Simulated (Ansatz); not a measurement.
For fcc Ag, r²SCAN in Ansatz (plane waves, PAW) gives:

| Property | Result |
|---|---|
| lattice constant a | 4.104 Å |
| bulk modulus B0 | 104 GPa |
| cohesive energy | 2.87 eV/atom |

Problem. What does LC-ωPBE (Ansatz, a program for electronic structure, PAW) give for the same quantities?

Solution. 
- lattice constant a: 4.085 Å (falls by 0.5 %)
- bulk modulus: 110 GPa (goes up by 5.8 %)
- cohesive energy: 2.44 eV/atom (falls by 0.43 eV/atom)

For comparison: lattice constant a 4.062 Å (measured, static lattice: zero-point anharmonic expansion removed, our sources range from 4.056 to 4.063; as tabulated in Mejia-Rodriguez and Trickey (2018), arXiv:1807.09216); bulk modulus 110 GPa (measured, corrected for temperature and zero-point phonon effects, our sources range from 104 to 111; as tabulated in Levämäki et al. (2014), arXiv:1402.3671); cohesive energy 2.97 ± 0.008 eV/atom (measured, from 0 K enthalpies of formation; zero-point vibration energy (9/8 kB θD) added; as tabulated in Csonka et al. (2009), arXiv:0903.4037).

Changes are worked out from the printed values.

Unless a cell is named, each level is at its own relaxed cell (r²SCAN 17.28, LC-ωPBE 17.04 Å³/atom).

Ansatz's density-functional and Hartree–Fock values are scalar-relativistic unless marked +SOC, with PAW data made under PBE.
